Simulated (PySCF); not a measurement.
Molecule: `O=C(CCC)Cl`, C4H7ClO.

Numbering as in the mapped SMILES `[CH3:1][CH2:2][CH2:3][C:4](=[O:5])[Cl:6]`; H(Xn) means a hydrogen on atom n.

Geometry PBE0-D3(BJ)/def2-SVP throughout; GIAO in PySCF, gas phase, one conformer, non-relativistic; equivalent atoms averaged; basis pcSseg-1.

Question: How do the shifts δ (against TMS, H2O, HCl at the same level) depend on the functional? (ppm; last column core-seconds on 1 thread of an Arm Neoverse V1, shared host; the GGAs took longer than the global hybrids here, which isn't the general rule, and the cause wasn't traced)

Answer: 
```
functional           kind     C4    C3    C2    C1     O5    Cl6  H(C3)  H(C2)  H(C1)  core-s
       KT2            GGA  172.4  52.5  22.3  14.7  540.6  463.8   2.66   1.48   0.93      20
       KT3            GGA  170.7  51.1  23.2  15.6  534.0  449.7   2.63   1.51   0.94      19
     B97-D            GGA  178.3  52.3  23.0  15.7  549.3  475.0   2.68   1.52   0.96      20
     B3LYP  global hybrid  184.9  53.1  22.0  15.1  589.6  474.3   2.59   1.47   0.95      13
      PBE0  global hybrid  182.5  51.7  20.5  14.4  587.2  463.6   2.57   1.45   0.92      15
  mPW1PW91  global hybrid  182.8  51.5  20.5  14.6  587.0  462.9   2.56   1.46   0.93      16
```

Question: Which nucleus moves most, in ppm?

Answer: O5 (carbonyl oxygen): from 534.0 ppm with KT3 to 589.6 ppm with B3LYP. The smallest spread is 0.03 ppm, at H(C1). Proton shifts span only some 12 ppm, so a few tenths of a ppm matter as much there as several ppm in carbon.
